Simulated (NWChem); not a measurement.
System: C$_{2}$H$_{3}$F; SMILES C=CF

Here is an NWChem input.

```
start job
memory heap 200 mb stack 900 mb global 1100 mb
geometry units angstroms noautosym nocenter noautoz
  C     -0.236674     1.168760     0.000000
  C      0.424893     0.019725     0.000000
  F     -0.184020    -1.161365     0.000000
  H     -1.328429     1.191023     0.000000
  H      0.316275     2.108353     0.000000
  H      1.515840    -0.075106     0.000000
end
basis spherical
  C library aug-cc-pvdz
  F library aug-cc-pvdz
  H library aug-cc-pvdz
end
dft
  xc b3lyp
  iterations 150
end
property
  response 1 0.0773
end
task dft property
```

The geometry was optimised at PBE0/def2-SVP.

Field at 589 nm.

### Question
What results follow from this input? (B3LYP/aug-cc-pVDZ.) Quantities: isotropic polarisability (bohr³); anisotropy (bohr³).

### Answer
```
Item                              Value
--------------------------------  -----
isotropic polarisability (bohr³)   29.2
anisotropy (bohr³)                 13.8
```
